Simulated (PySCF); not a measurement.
# COS: the cost of one run

Computed with PySCF 2.14.0, with density-fitted response routines of our own, on a single molecule in the gas phase. Atoms are numbered from 0 throughout.

## Step 1: Starting geometry

3 atoms, charge 0, multiplicity 1; geometry from: GFN2-xTB.

Bonds of the start (Å): O0–C1 1.15, C1–S2 1.54.

## Step 2: Geometry optimisation at PBE0-D3(BJ)/def2-TZVP

Job settings and geometry (Å):

```
{"job": {"xc": "PBE0", "basis": "def2-TZVP", "d3": "d3bj", "grid": 2, "kind": "geom"}, "charge": 0, "multiplicity": 1}
O      0.000000     0.000000    -1.282230
C      0.000000     0.000000    -0.128180
S      0.000000     0.000000     1.410410
```

**Question.** How long does this first job take on 2 threads of Arm Neoverse V1, shared host?

About 5.8 s.
